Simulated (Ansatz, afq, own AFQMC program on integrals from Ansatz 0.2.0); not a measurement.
# Where AFQMC and coupled cluster stand for CH₂N, doublet

```xyz
4

N     0.0000   -0.1720    0.5481
C     0.0000    0.1950   -0.6214
H     0.0000    0.5353    1.2828
H     0.0000   -0.4685   -1.4949
```

Connectivity, by distances: NH–CH.

Basis cc-pVDZ. Noble-gas cores (and the filled d shells of Ga–Kr and In–Xe) are frozen. AFQMC by an in-house program on the Cholesky factors that Ansatz 0.2.0 writes for its CCSD(T) run. ph-AFQMC/CISD is guided by a CISD state made of CCSD amplitudes; releasing the constraint for a short imaginary time cuts its bias at the price of noise, slowly where states lie close. ± is one standard error of the sampling.

Determinant: ROHF, the one that the program's search chose, which needn't be the lowest solution. The geometry is a PBE0/def2-TZVP stationary point of this or a neighbouring charge and spin state.

No full CI on the walks' own integrals is used here; CCSDT(Q) serves as the reference and is uncertain by about the last step of the cluster series.

Cautions: a spin-contaminated unrestricted determinant lies lower (UHF 139 meV lower, ⟨S²⟩ 0.82).

The T1 diagnostic is 0.0286, the weight of the determinant in the CISD state is 0.878 and the size of the correlated space is 11 electrons in 36 orbitals.

| level | correlation energy (eV) |
| --- | --- |
| MP2 | -7.6491 |
| CCSD | -8.1852 |
| CCSD(T) | -8.4815 |

Task: Estimate where AFQMC with the constraint released lies against CCSD(T) on the same integrals.

Result: 1.30 ± 0.89 mEh below CCSD(T). The gap is under twice the noise, so this walk alone can't tell the two apart.

Reference: CCSDT(Q), correlation energy -8.524 eV. The released energy is read at 2.40 1/Eh (meV from the phaseless value at times in 1/Eh: 7 ± 19 at 0.24, -21 ± 19 at 0.51, -26 ± 17 at 0.99, 5 ± 28 at 1.62, -9 ± 24 at 2.40).

```json
{"level": "CCSD(T)", "E − E(reference) (mEh)": "1.55", "share of correlation (%)": "99.51"}
{"level": "CCSDT", "E − E(reference) (mEh)": "0.89", "share of correlation (%)": "99.72"}
{"level": "ph-AFQMC/HF", "E − E(reference) (mEh)": "-1.57 ± 3.32", "share of correlation (%)": "100.50"}
{"level": "ph-AFQMC/CISD", "E − E(reference) (mEh)": "0.58 ± 0.79", "share of correlation (%)": "99.81"}
{"level": "released AFQMC", "E − E(reference) (mEh)": "0.25 ± 0.89", "share of correlation (%)": "99.92"}
```

A walk keeps the symmetry of its determinant, which the program's search chose and which needn't be the lowest solution, so a lower state of the same spin and another symmetry isn't excluded. Released energies are given only where the last usable release times agree within the noise; a slower fall can still hide under it.
